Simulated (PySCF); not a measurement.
Species: phosphanylidenephosphane, P2H2.
Z-matrix (Å and degrees, PBE0-D3(BJ)/def2-SVP geometry), rows numbered from 1:
```
P 
P   1  2.0350
H   1  1.4339  2   99.58
H   2  1.4335  1   99.58  3    -0.13
```

Computed with PySCF at PBE0/pcSseg-1 and wB97X-D/def2-SVPD, non-relativistic, on one gas-phase PBE0-D3(BJ)/def2-SVP geometry that isn't relaxed in the solvent. The solvent is an IEF-PCM continuum (van der Waals radii × 1.2). The model holds no explicit solvent molecules, cavitation or dispersion.

Gas phase at PBE0/pcSseg-1: HOMO -7.95 eV, LUMO -3.07 eV, dipole 1.62 D.

Question: What does the continuum do to the energy, the frontier levels and the dipole at PBE0/pcSseg-1 in methanol and acetonitrile?

Answer: 
```tsv
solvent	ε	E(solvent) − E(gas) (kJ/mol)	polarisation term (kJ/mol)	distortion of the solute (kJ/mol)	HOMO (eV)	LUMO (eV)	dipole (D)
methanol	32.61	-8.21	-10.30	2.09	-7.72	-2.86	2.24
acetonitrile	35.69	-8.25	-10.37	2.12	-7.72	-2.86	2.24
```

The polarisation term is half the interaction of the solute with the surface charges that it induces; the rest is the cost of distorting the solute's density. The sum is the electrostatic part of solvation alone. From methanol to acetonitrile the lowering changes by a factor 1.01, Onsager's factor (ε − 1)/(2ε + 1) by 1.00 and ε itself by 1.1.

Question: Which radius a makes the point-dipole formula ΔE = −[(ε − 1)/(2ε + 1)]·μ²/a³ give the value in acetonitrile, with the gas-phase dipole?

Answer: μ = 0.638 au and |ΔE| = 0.00314 Eh give a = 2.09 Å; the farthest nucleus lies 1.44 Å from the centroid of the nuclei. The formula assumes a rigid point dipole at the centre of a sphere.

Question: Which Hirshfeld charges (PBE0/pcSseg-1) respond most in acetonitrile (means over atoms taken as equivalent)?

Answer: 
```csv
atoms,environment,gas (e),solvent (e),change
P1/P2,phosphorus bonded to P and H,+0.014,-0.003,-0.017
H3/H4,P–H hydrogen,-0.014,+0.003,+0.017
```

Gas phase at wB97X-D/def2-SVPD: HOMO -9.57 eV, LUMO -1.24 eV, dipole 1.20 D.

Question: What does the continuum do to the energy, the frontier levels and the dipole at wB97X-D/def2-SVPD in acetonitrile?

Answer: 
| solvent | ε | E(solvent) − E(gas) (kJ/mol) | polarisation term (kJ/mol) | distortion of the solute (kJ/mol) | HOMO (eV) | LUMO (eV) | dipole (D) |
| --- | --- | --- | --- | --- | --- | --- | --- |
| acetonitrile | 35.69 | -5.32 | -7.05 | 1.73 | -9.43 | -1.09 | 1.81 |

Question: How does the static polarisability (wB97X-D/def2-SVPD, frozen core, with the continuum's full static response) change?

Answer: 
```csv
medium,isotropic (au),principal values (au),⟨r²⟩ of the electrons (bohr²)
gas,53.3,"39.6, 46.6, 73.7",196.9
acetonitrile,83.1,"58.9, 70.0, 120.2",196.9
```

The isotropic value in acetonitrile is 1.56 times the gas-phase one; no cavity-field correction is applied. ⟨r²⟩ is taken about the centre of nuclear charge.

The pairwise dispersion term of wB97X-D wasn't added to the energies; at a given geometry it leaves orbitals and properties as they are.
